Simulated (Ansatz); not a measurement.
Reaction: N2 (SMILES N#N) + H+ → N2H+ (SMILES N#[NH+])
Each species at its own B3LYP-D3(BJ)/def2-TZVP minimum (Ansatz, a first-principles code).

Quantity: proton affinity (electronic), positive where energy is released, in kJ/mol. Radicals and triplets start from unrestricted determinants; spin-orbit coupling is neglected. CBS(X,Y): correlation extrapolated as X^-3, Hartree-Fock from the larger set (Q,5: extrapolated as (X+1)exp(-9√X)). A bracket is a step between two methods taken in the basis named. The functionals are non-relativistic, so their misses hold any scalar relativity. '+ core + X2C': CCSD(T) terms for core correlation (cc-pwCVTZ) and scalar relativity (cc-pVTZ-DK).

CCSD(T)/CBS(cc-pVQZ,cc-pV5Z) + [CCSDT(Q) - CCSD(T)]/cc-pVQZ + [CCSDTQ - CCSDT(Q)]/cc-pVDZ + core + X2C (Ansatz) gives 513.2 kJ/mol.

What does PBE/def2-TZVPD (Ansatz) give here, and how do the other levels compare?

PBE gives 518.3 kJ/mol, 5.1 kJ/mol above it. Differences of the others: PBE0/def2-TZVPD (Ansatz) 3.0; wB97M-V/def2-TZVPD (Ansatz) -12.2; CCSD(T)/CBS(cc-pVQZ,cc-pV5Z) + core + X2C (Ansatz) 0.1 kJ/mol. Nearer than PBE: PBE0/def2-TZVPD, CCSD(T)/CBS(cc-pVQZ,cc-pV5Z) + core + X2C.
